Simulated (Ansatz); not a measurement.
Antifluorite Mg2Sn: PBE at its full settings (plane-wave cutoff 520 eV, 10×10×10 k mesh, Fermi–Dirac smearing 0.01 eV, scalar-relativistic PAW data made under PBE) and at cheaper ones, in a cell of 3 atoms with Γ-centred meshes.

```json
[
 {"level and setting": "PBE (Ansatz)", "lattice parameter a (Å)": "6.816", "bulk modulus (GPa)": "40.4"},
 {"level and setting": "PBE (300 eV cutoff) (Ansatz)", "lattice parameter a (Å)": "6.816", "bulk modulus (GPa)": "40.0"},
 {"level and setting": "PBE (2×2×2 k mesh) (Ansatz)", "lattice parameter a (Å)": "6.987", "bulk modulus (GPa)": "36.9"},
 {"level and setting": "PBE (4×4×4 k mesh) (Ansatz)", "lattice parameter a (Å)": "6.820", "bulk modulus (GPa)": "41.7"},
 {"level and setting": "PBE (6×6×6 k mesh) (Ansatz)", "lattice parameter a (Å)": "6.815", "bulk modulus (GPa)": "41.3"},
 {"level and setting": "PBE (Fermi-Dirac smearing of 0.3 eV) (Ansatz)", "lattice parameter a (Å)": "6.833", "bulk modulus (GPa)": "38.4"}
]
```

Largest shifts from the full settings: lattice constant a +2.51 % (PBE (2×2×2 k mesh)), against a difference of +0.74 % of the full result from the reference 6.766 Å (measured, temperature not stated, not corrected to a static lattice; as tabulated in Freccero, Grin, Wagner, Dalton Trans. (2023), ESI); bulk modulus -8.7 % (PBE (2×2×2 k mesh)).

Ansatz's density-functional and Hartree–Fock values are scalar-relativistic unless marked +SOC, with PAW data made under PBE.

Run with cheap settings on purpose, which may leave them unconverged: PBE (2×2×2 k mesh), PBE (300 eV cutoff), PBE (4×4×4 k mesh), PBE (6×6×6 k mesh), PBE (Fermi-Dirac smearing of 0.3 eV).

Ansatz is a program for electronic structure.
